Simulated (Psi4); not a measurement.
# wB97X/cc-pVTZ run of [BCl2]+ (SMILES Cl[B+]Cl), part 1 of 2

What is the vertical singlet–triplet gap of [BCl2]+ at wB97X/cc-pVTZ? 

The results are computed with Psi4 1.11.

1 further run of the same task is left out (set aside as unsound or not needed).

**1. The system as given**

[BCl2]+: 3 atoms, total charge +1, spin state singlet. SMILES: `Cl[B+]Cl`. The coordinates come from a PBE0-D4/def2-TZVP relaxation.

Bond lengths: Cl1–B2 1.610 Å, B2–Cl3 1.610 Å. Angles: Cl1–B2–Cl3 180.0°.

**2. Energy and gradient at wB97X/cc-pVTZ**

The input, input.dat:

```
memory 2200 mb

molecule {
  1 1
  Cl    -1.267920     0.785680    -0.605300
  B      0.000010     0.000020     0.000000
  Cl     1.267910    -0.785700     0.605290
  symmetry c1
  no_reorient
  no_com
}

set globals {
  basis cc-pVTZ
  puream true
  e_convergence 1e-09
  d_convergence 1e-08
  scf_type pk
  dft_radial_points 99
  dft_spherical_points 590
}

energy_value, wavefunction = gradient('wb97x', return_wfn=True)
print_variables()
```

The run is started by

```bash
psi4 input.dat output.dat -n 1
```

output.dat:

```text
Psi4 1.11 release

gradient() will perform analytic gradient computation.

   => Loading Basis Set <=

    Name: CC-PVTZ
    Role: ORBITAL
    Keyword: BASIS

         ---------------------------------------------------------
                                   SCF
                              RKS Reference
                        1 Threads,   2098 MiB Core
         ---------------------------------------------------------

  ==> Geometry <==

    Molecular point group: c1
    Full point group: C1

    Geometry (in Angstrom), charge = 1, multiplicity = 1:

       Center              X                  Y                   Z               Mass
    ------------   -----------------  -----------------  -----------------  -----------------
         CL          -1.267920000000     0.785680000000    -0.605300000000    34.968852682000
         B            0.000010000000     0.000020000000     0.000000000000    11.009305360000
         CL           1.267910000000    -0.785700000000     0.605290000000    34.968852682000

  Running in c1 symmetry.

  Rotational constants: A = 1060578745.39088  B =      0.09302  C =      0.09302 [cm^-1]
  Rotational constants: A = 31795350898328.85938  B =   2788.61301  C =   2788.61301 [MHz]
  Nuclear repulsion =  103.386300936329633

  Charge       = 1
  Multiplicity = 1
  Electrons    = 38
  Nalpha       = 19
  Nbeta        = 19

  ==> Algorithm <==

  SCF Algorithm Type is PK.
  DIIS enabled.
  MOM disabled.
  Fractional occupation disabled.
  Guess Type is SAD.
  Energy threshold   = 1.00e-09
  Density threshold  = 1.00e-08
  Integral threshold = 1.00e-12

  ==> Primary Basis <==

  Basis Set: CC-PVTZ
    Blend: CC-PVTZ
    Number of shells: 34
    Number of basis functions: 98
    Number of Cartesian functions: 113
    Spherical Harmonics?: true
    Max angular momentum: 3

  ==> DFT Potential <==

   => LibXC <=

    Version 7.1.2

   => Composite Functional: WB97X <=

    wB97X Hyb-GGA Exchange-Correlation Functional

    Deriv               =              1
    GGA                 =           TRUE
    Meta                =          FALSE

    Exchange Hybrid     =           TRUE
    MP2 Hybrid          =          FALSE

   => Exchange-Correlation Functionals <=

    1.0000   wB97X range-separated functional

   => Exact (HF) Exchange <=

    0.8423            HF,LR [omega = 0.3000]
    0.1577               HF

   => LibXC Density Thresholds  <==

    XC_HYB_GGA_XC_WB97X:  1.00E-14

   => Molecular Quadrature <=

    Radial Scheme          =       TREUTLER
    Pruning Scheme         =           NONE
    Nuclear Scheme         =       TREUTLER

    Blocking Scheme        =         OCTREE
    BS radius alpha        =              1
    Pruning alpha          =              1
    Radial Points          =             99
    Spherical Points       =            590
    Total Points           =         164134
    Total Blocks           =           1294
    Max Points             =            256
    Max Functions          =             98
    Weights Tolerance      =       1.00E-15

  ==> Integral Setup <==

  Using in-core PK algorithm.
   Calculation information:
      Number of atoms:                   3
      Number of AO shells:              34
      Number of primitives:            146
      Number of atomic orbitals:       113
      Number of basis functions:        98

      Integral cutoff                 1.00e-12
      Number of threads:                 1

  Performing in-core PK
  Using 35305578 doubles for integral storage.
  We computed 175064 shell quartets total.
  Whereas there are 177310 unique shell quartets.

  Computing range-separated integrals for PK
  We computed 175064 wK shell quartets total.
  Whereas there are 177310 wK unique shell quartets.

  ==> DiskJK: Disk-Based J/K Matrices <==

    J tasked:                  Yes
    K tasked:                  Yes
    wK tasked:                 Yes
    Omega:               3.000E-01
    Memory [MiB]:             1162
    Schwarz Cutoff:          1E-12

  Cached 100.0% of DFT collocation blocks in 0.401 [GiB].

  Minimum eigenvalue in the overlap matrix is 1.1872076761E-03.
  Reciprocal condition number of the overlap matrix is 2.7485235808E-04.
    Using symmetric orthogonalization.

  ==> Pre-Iterations <==

  SCF Guess: Superposition of Atomic Densities via on-the-fly atomic UHF (no occupation information).

   -------------------------
    Irrep   Nso     Nmo
   -------------------------
     A         98      98
   -------------------------
    Total      98      98
   -------------------------

  ==> Iterations <==

                        Total Energy        Delta E     RMS |[F,P]|

   @RKS iter SAD:  -945.24958638486999   -9.45250e+02   0.00000e+00
   @RKS iter   1:  -944.99573224802839    2.53854e-01   2.03026e-03 ADIIS/DIIS
   @RKS iter   2:  -945.00610238694162   -1.03701e-02   1.34019e-03 ADIIS/DIIS
   @RKS iter   3:  -945.01396188104923   -7.85949e-03   3.31476e-04 ADIIS/DIIS
   @RKS iter   4:  -945.01450760748753   -5.45726e-04   3.40282e-05 DIIS
   @RKS iter   5:  -945.01452061840087   -1.30109e-05   1.14698e-05 DIIS
   @RKS iter   6:  -945.01452162393639   -1.00554e-06   2.89810e-06 DIIS
   @RKS iter   7:  -945.01452172654194   -1.02606e-07   4.12771e-07 DIIS
   @RKS iter   8:  -945.01452172800930   -1.46736e-09   4.51155e-08 DIIS
   @RKS iter   9:  -945.01452172802374   -1.44382e-11   7.08365e-09 DIIS
  Energy and wave function converged.

  ==> Post-Iterations <==

   Electrons on quadrature grid:
      Ntotal   =   38.0000002185 ; deviation = 2.185e-07

    Orbital Energies [Eh]
    ---------------------

    Doubly Occupied:

       1A   -101.837842     2A   -101.837838     3A     -9.862752
       4A     -9.862740     5A     -7.622592     6A     -7.622588
       7A     -7.616689     8A     -7.616689     9A     -7.616687
      10A     -7.616687    11A     -7.265074    12A     -1.289769
      13A     -1.272866    14A     -0.890395    15A     -0.840900
      16A     -0.775273    17A     -0.775273    18A     -0.713987
      19A     -0.713987

    Virtual:

      20A     -0.217428    21A     -0.217428    22A     -0.138870
      23A     -0.016651    24A      0.013456    25A      0.039664
      26A      0.049440    27A      0.049440    28A      0.134928
      29A      0.134928    30A      0.150584    31A      0.150584
      32A      0.176890    33A      0.275326    34A      0.275326
      35A      0.279857    36A      0.279857    37A      0.307457
      38A      0.307457    39A      0.337412    40A      0.421208
      41A      0.454493    42A      0.454494    43A      0.527928
      44A      0.527928    45A      0.687412    46A      0.776443
      47A      0.897363    48A      0.897363    49A      0.914441
      50A      0.974550    51A      1.084862    52A      1.084862
      53A      1.160360    54A      1.387401    55A      1.387401
      56A      1.412532    57A      1.412532    58A      1.474863
      59A      1.474863    60A      1.553990    61A      1.553991
      62A      1.579895    63A      1.621905    64A      1.621905
      65A      1.730527    66A      1.730530    67A      1.797596
      68A      1.797599    69A      1.809488    70A      1.905356
      71A      1.905356    72A      1.960936    73A      1.960936
      74A      1.989072    75A      1.989072    76A      2.021206
      77A      2.021207    78A      2.082386    79A      2.103992
      80A      2.103992    81A      2.146938    82A      2.146938
      83A      2.180325    84A      2.180325    85A      2.333364
      86A      2.388355    87A      2.459304    88A      2.459305
      89A      2.854127    90A      2.872653    91A      2.872653
      92A      2.990804    93A      3.411660    94A      3.411660
      95A      3.489278    96A      4.677759    97A      5.999983
      98A      6.808181

    Final Occupation by Irrep:
              A
    DOCC [    19 ]
    NA   [    19 ]
    NB   [    19 ]

  @RKS Final Energy:  -945.01452172802374

   => Energetics <=

    Nuclear Repulsion Energy =            103.3863009363296328
    One-Electron Energy =               -1498.2524924652032041
    Two-Electron Energy =                 495.7089227957792446
    DFT Exchange-Correlation Energy =     -45.8572529949294889
    Empirical Dispersion Energy =           0.0000000000000000
    VV10 Nonlocal Energy =                  0.0000000000000000
    Total Energy =                       -945.0145217280237375

Computation Completed

Properties will be evaluated at   0.000000,   0.000000,   0.000000 [a0]

Properties computed using the SCF density matrix

 Multipole Moments:

 ------------------------------------------------------------------------------------
     Multipole            Electronic (a.u.)      Nuclear  (a.u.)        Total (a.u.)
 ------------------------------------------------------------------------------------

 L = 1.  Multiply by 2.5417464519 to convert [e a0] to [Debye]
 Dipole X            :          0.0002301           -0.0002268            0.0000033
 Dipole Y            :          0.0004679           -0.0004535            0.0000144
 Dipole Z            :          0.0003156           -0.0003213           -0.0000056
 Magnitude           :                                                    0.0000158

 ------------------------------------------------------------------------------------

	total time  =         15 seconds =       0.25 minutes

         ------------------------------------------------------------
                                   SCF GRAD
         ------------------------------------------------------------

  ==> Geometry <==

    Molecular point group: c1
    Full point group: C1

    Geometry (in Angstrom), charge = 1, multiplicity = 1:

       Center              X                  Y                   Z               Mass
    ------------   -----------------  -----------------  -----------------  -----------------
         CL          -1.267920000000     0.785680000000    -0.605300000000    34.968852682000
         B            0.000010000000     0.000020000000     0.000000000000    11.009305360000
         CL           1.267910000000    -0.785700000000     0.605290000000    34.968852682000

  Nuclear repulsion =  103.386300936329633

  ==> Basis Set <==

  Basis Set: CC-PVTZ
    Blend: CC-PVTZ
    Number of shells: 34
    Number of basis functions: 98
    Number of Cartesian functions: 113
    Spherical Harmonics?: true
    Max angular momentum: 3

  ==> DirectJKGrad: Integral-Direct SCF Gradients <==

    Gradient:                    1
    J tasked:                  Yes
    K tasked:                  Yes
    wK tasked:                 Yes
    Omega:               3.000E-01
    Integrals threads:           1
    Schwarz Cutoff:          1E-12

  ==> DFT Potential <==

   => LibXC <=

    Version 7.1.2

   => Composite Functional: WB97X <=

    wB97X Hyb-GGA Exchange-Correlation Functional

    Deriv               =              1
    GGA                 =           TRUE
    Meta                =          FALSE

    Exchange Hybrid     =           TRUE
    MP2 Hybrid          =          FALSE

   => Exchange-Correlation Functionals <=

    1.0000   wB97X range-separated functional

   => Exact (HF) Exchange <=

    0.8423            HF,LR [omega = 0.3000]
    0.1577               HF

   => LibXC Density Thresholds  <==

    XC_HYB_GGA_XC_WB97X:  1.00E-14

   => Molecular Quadrature <=

    Radial Scheme          =       TREUTLER
    Pruning Scheme         =           NONE
    Nuclear Scheme         =       TREUTLER

    Blocking Scheme        =         OCTREE
    BS radius alpha        =              1
    Pruning alpha          =              1
    Radial Points          =             99
    Spherical Points       =            590
    Total Points           =         164134
    Total Blocks           =           1294
    Max Points             =            256
    Max Functions          =             98
    Weights Tolerance      =       1.00E-15

  -Total Gradient:
     Atom            X                  Y                   Z
    ------   -----------------  -----------------  -----------------
       1        0.001846226663    -0.001145454899     0.000881454613
       2        0.000000013314     0.000002805264    -0.000000148364
       3       -0.001846239678     0.001142658923    -0.000881306632

	total time  =         36 seconds =       0.60 minutes

  Variable Map:
  ----------------------------------------------------------------------------
  "CURRENT ENERGY"              =>    -945.014521728024
  "CURRENT REFERENCE ENERGY"    =>    -945.014521728024
  "DD SOLVATION ENERGY"         =>       0.000000000000
  "DFT FUNCTIONAL TOTAL ENERGY" =>    -945.014521728024
  "DFT TOTAL ENERGY"            =>    -945.014521728024
  "DFT VV10 ENERGY"             =>       0.000000000000
  "DFT XC ENERGY"               =>     -45.857252994929
  "GRID ELECTRONS ALPHA"        =>      19.000000109242
  "GRID ELECTRONS BETA"         =>      19.000000109242
  "GRID ELECTRONS TOTAL"        =>      38.000000218483
  "NUCLEAR REPULSION ENERGY"    =>     103.386300936330
  "ONE-ELECTRON ENERGY"         =>   -1498.252492465203
  "PCM POLARIZATION ENERGY"     =>       0.000000000000
  "PE ENERGY"                   =>       0.000000000000
  "SCF ITERATION ENERGY"        =>    -945.014521728024
  "SCF ITERATIONS"              =>       9.000000000000
  "SCF TOTAL ENERGY"            =>    -945.014521728024
  "TWO-ELECTRON ENERGY"         =>     495.708922795779
  "XC GRID RADIAL POINTS"       =>      99.000000000000
  "XC GRID SPHERICAL POINTS"    =>     590.000000000000
  "XC GRID TOTAL POINTS"        =>  164134.000000000000

  Array Variable Map:
  ----------------------------------------------------------------------------
  "CURRENT DIPOLE"              =>       0.000003332935 ... -0.000005613679 1 by 3
  "CURRENT GRADIENT"            =>       0.001846226663 ... -0.000881306632 3 by 3
  "DFT TOTAL GRADIENT"          =>       0.001846226663 ... -0.000881306632 3 by 3
  "SCF DIPOLE"                  =>       0.000003332935 ... -0.000005613679 1 by 3
  "SCF TOTAL ENERGIES"          =>    -945.249586384870 ... -945.014521728024 1 by 10
  "SCF TOTAL GRADIENT"          =>       0.001846226663 ... -0.000881306632 3 by 3

    Psi4 run time: 0:00:50.90
```

Wall time 52 s (1 thread of Intel Xeon 6975P-C (Granite Rapids), shared host); peak memory 1.1 GiB.

(Continued in part 2 of 2.)
